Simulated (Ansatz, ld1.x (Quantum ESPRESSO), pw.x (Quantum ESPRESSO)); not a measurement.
## From atom to crystal: PAW potential for zirconium

ld1.x (Quantum ESPRESSO) 7.5 input, shortened:

```
&input
   title='Zr', zed=40., rel=1, dft='PW', iswitch=3,
   config='[Kr] 4d2 5s2 5p0'
 /
 &inputp
   pseudotype=3, lpaw=.true., tm=.true., lloc=-1, rcloc=1.95,
   nlcc=.true.,
   which_augfun='BESSEL', rmatch_augfun=1.40
 /
6
4S  1  0   2.00   0.00  1.90  2.20  0.0
5S  2  0   2.00   0.00  1.90  2.20  0.0
4P  2  1   6.00   0.00  2.20  2.95  0.0
5P  3  1   0.00   0.00  2.20  2.95  0.0
4D  3  2   2.00   0.00  1.75  2.45  0.0
4D  3  2   0.00   1.90  1.75  2.45  0.0
 &test
   configts(1)='4s2 4p6 4d2 5s2 5p0'
 /
```

Atomic tests: largest excitation error: +61 meV (all-electron minus pseudo) for 4s2 4p6 4d1 5s0 5p0, out of 7 test configurations; lowest eigenvalue of the overlap operator: -1.18 (d channel); it is negative, so in a basis up to 400 Ry S is not positive definite.

Crystal test: sc Zr in pw.x 7.5, no spin, 12³ k-points, Fermi–Dirac smearing 0.01 Ry, cutoffs 40/320 Ry. The lattice is a test structure that the element need not adopt, and mesh and smearing are coarse.

pw.x input:

```
&control
  calculation='scf', prefix='x', pseudo_dir='./', outdir='./tmp', tstress=.true., disk_io='none'
/
&system
  ibrav=0, nat=1, ntyp=1, ecutwfc=40, ecutrho=320, nbnd=14,
  occupations='smearing', smearing='fd', degauss=0.01
/
&electrons
  conv_thr=1e-09, mixing_beta=0.4, electron_maxstep=70
/
ATOMIC_SPECIES
Zr 1.0 Zr.UPF
CELL_PARAMETERS angstrom
  2.84246496 0.00000000 0.00000000
  0.00000000 2.84246496 0.00000000
  0.00000000 0.00000000 2.84246496
ATOMIC_POSITIONS crystal
Zr 0.0000 0.0000 0.0000
K_POINTS automatic
12 12 12 0 0 0
```

```bash
pw.x < Zr.scf.in > Zr.scf.out
```

Problem. How does the run end?

Solution. Failed (cdiaghg: S matrix not positive definite). The atomic test gives a lowest overlap eigenvalue of -1.18 in the d channel. The largest radius (2.95 bohr) exceeds half the bond length (2.69 bohr), so the spheres overlap, which is one possible source of error among others. The ghost test of this file was not conclusive. Its overlap operator is not positive definite. The log shows:

```
Message from routine setup:
     using ibrav=0 with symmetry is DISCOURAGED, use correct ibrav instead
     lattice parameter (alat)  =       5.3715  a.u.
     unit-cell volume          =     154.9822 (a.u.)^3
     number of electrons       =        12.00
     number of Kohn-Sham states=           14
     kinetic-energy cutoff     =      40.0000  Ry
     charge density cutoff     =     320.0000  Ry
     scf convergence threshold =      1.0E-09
     Exchange-correlation= SLA  PW   NOGX NOGC
     number of k points=    84  Fermi-Dirac smearing, width (Ry)=  0.0100
     iteration #  1     ecut=    40.00 Ry     beta= 0.40
     Error in routine cdiaghg (48):
     S matrix not positive definite
```
